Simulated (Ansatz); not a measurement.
Geometry optimisation, RKS B3LYP-D4/cc-pVDZ in Ansatz.

input.yaml

```yaml
crystal:
  periodic: [false, false, false]
  atoms:
    - { symbol: B, position_ang: [0.0, 0.0, 0.0] }
    - { symbol: "N", position_ang: [0.0, 0.0, 1.9] }
    - { symbol: H, position_ang: [-0.877, -0.2713, 2.43] }
    - { symbol: H, position_ang: [0.877, 0.2713, 2.43] }
    - { symbol: "N", position_ang: [1.3423, 0.0, -0.775] }
    - { symbol: H, position_ang: [1.8089, -0.9179, -1.0268] }
    - { symbol: H, position_ang: [1.7937, 0.9179, -1.0532] }
    - { symbol: H, position_ang: [-1.0305, 0.0, -0.595] }
    - { symbol: H, position_ang: [-0.1864, 1.4017, 0.4698] }
    - { symbol: H, position_ang: [-0.1534, 1.1538, 1.3606] }
basis:
  gaussian: { orbitals: cc-pVDZ }
hamiltonian:
  xc: b3lyp
  dispersion: d4
relax:
  f_tol: 0.15
  max_steps: 25
  restrain:
    - { distance: [0, 8], at: 2.39, k: 30.0 }
    - { distance: [9, 1], at: 2.26, k: 30.0 }
    - { distance: [0, 1], at: 1.55, k: 30.0 }
    - { distance: [9, 8], at: 0.66, k: 30.0 }
output:
  orbitals: {}
```

Command:

```bash
$ ansatz run input.yaml --threads 1 --pin off --max-ram 2048MiB --backend cpu --events-out ev --progress --plain --runs-dir out
```

Q: Where does it end, and by what steps?

A: It converged. The restraints hold the end off the free minimum; the threshold counts their pulls, which the force column leaves out. Restrained pairs: B1–H9 (1.49 → 2.40 Å), N2–H10 (1.28 → 2.27 Å), B1–N2 (1.90 → 1.48 Å), H9–H10 (0.93 → 0.72 Å). After 14 steps the energy has fallen by 3.968 eV (the restraints' own energy left out); H6 moved furthest, 1.20 Å.

```json
{"step": "0", "energy less start (eV)": "0.0000", "largest force component (eV/Å)": "3.576", "accepted": "yes"}
{"step": "1", "energy less start (eV)": "0.0424", "largest force component (eV/Å)": "2.289", "accepted": "yes"}
{"step": "2", "energy less start (eV)": "-0.6243", "largest force component (eV/Å)": "2.928", "accepted": "yes"}
{"step": "3", "energy less start (eV)": "-1.8735", "largest force component (eV/Å)": "2.513", "accepted": "yes"}
{"step": "4", "energy less start (eV)": "-2.7546", "largest force component (eV/Å)": "2.602", "accepted": "yes"}
{"step": "5", "energy less start (eV)": "-3.0561", "largest force component (eV/Å)": "2.012", "accepted": "yes"}
{"step": "6", "energy less start (eV)": "-3.3127", "largest force component (eV/Å)": "1.734", "accepted": "yes"}
{"step": "7", "energy less start (eV)": "-3.5128", "largest force component (eV/Å)": "1.982", "accepted": "yes"}
{"step": "8", "energy less start (eV)": "-3.6898", "largest force component (eV/Å)": "2.001", "accepted": "yes"}
{"step": "9", "energy less start (eV)": "-3.8437", "largest force component (eV/Å)": "2.140", "accepted": "yes"}
{"step": "10", "energy less start (eV)": "-3.9207", "largest force component (eV/Å)": "2.097", "accepted": "yes"}
{"step": "11", "energy less start (eV)": "-3.9574", "largest force component (eV/Å)": "1.853", "accepted": "yes"}
{"step": "12", "energy less start (eV)": "-3.9633", "largest force component (eV/Å)": "2.164", "accepted": "yes"}
{"step": "13", "energy less start (eV)": "-3.9665", "largest force component (eV/Å)": "1.931", "accepted": "yes"}
{"step": "14", "energy less start (eV)": "-3.9679", "largest force component (eV/Å)": "1.984", "accepted": "yes"}
```

```xyz
10
Properties=species:S:1:pos:R:3
B 0.047 -0.139 0.150
N 0.052 -0.390 1.611
H -0.805 -0.448 2.142
H 0.892 -0.437 2.173
N 1.232 -0.047 -0.598
H 2.165 -0.116 -0.209
H 1.225 0.131 -1.592
H -1.019 -0.054 -0.407
H -0.066 2.213 0.632
H -0.148 1.842 1.241
```

Run time: 23 s on 1 thread of Intel(R) Xeon(R) 6975P-C (Granite Rapids), with other jobs on the host, peak memory 0.15 GiB.
